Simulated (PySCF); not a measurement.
Simulated outer-valence photoelectron spectrum of thioacrolein (`C=CC=S`). Level of theory: EOM-IP-CCSD/aug-cc-pVDZ in PySCF, restricted Hartree–Fock reference, 8 core orbitals frozen, non-relativistic, gas phase, PBE0-D3(BJ)/def2-SVP geometry.

Each root has a Gaussian of 0.6 eV full width with its one-hole share as area; cross sections and vibrations are left out, and the highest printed point is 100.

```
ionisation energy (eV)  intensity
                   7.8          0
                   8.0          1
                   8.2          9
                   8.4         31
                   8.6         56
                   8.8         55
                   9.0         29
                   9.2          9
                   9.4          8
                   9.6         27
                   9.8         54
                  10.0         59
                  10.2         35
                  10.4         11
                  10.6          2
                  10.8          0
                  11.0          0
                  11.2          0
                  11.4          0
                  11.6          0
                  11.8          3
                  12.0         16
                  12.2         42
                  12.4         61
                  12.6         58
                  12.8         59
                  13.0         77
                  13.2         88
                  13.4         82
                  13.6         55
                  13.8         23
                  14.0          6
                  14.2          1
                  14.4          0
                  14.6          0
                  14.8          0
                  15.0          3
                  15.2         17
                  15.4         54
                  15.6         98
                  15.8        100
                  16.0         57
                  16.2         18
                  16.4          3
                  16.6          0
```

Question: Where are the maxima, and how many lines lie under the curve?

Answer: 5 maxima, at 8.7, 9.9, 12.5, 13.2 and 15.7 eV, from 7 lines. At this width some lines have no maximum of their own.

Question: List the lines with their holes.

Answer: 
```tsv
E (eV)	leading hole (HF orbital)	area	Koopmans (eV)
8.69	HOMO	0.95	9.36
9.93	HOMO-1	0.96	9.73
12.41	HOMO-2	0.91	12.80
13.04	HOMO-3	0.94	14.19
13.44	HOMO-4	0.95	14.79
15.64	HOMO-5	0.81	17.47
15.76	HOMO-6	0.91	17.57
```

The widest gap, 2.48 eV, lies between 9.93 and 12.41 eV. Only orbitals with −ε under 21 eV, eight at most, were ionised, so the high end of the curve may lack lines.

Conformer computed: `[CH2:1]=[CH:2][CH:3]=[S:4]`: C1–C2–C3–S4 180°.

One conformer stands for the species.
